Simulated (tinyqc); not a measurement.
Worked calculation: RHF in the sto-3g basis, for CH3+, spin multiplicity 1. One step of it, computed by the program tinyqc.

Question. Iteration 2: DIIS coefficients. Solve [B -1; -1 0][c; lambda] = [0; -1] for the coefficients, which sum to one.

B (overlaps of the stored error matrices):
```
               1              2
1  2.8077781e+02  3.4191814e+00
2  3.4191814e+00  1.9141709e+00
```

Give: DIIS coefficients.

Answer.

DIIS coefficients: -0.0055  1.0055
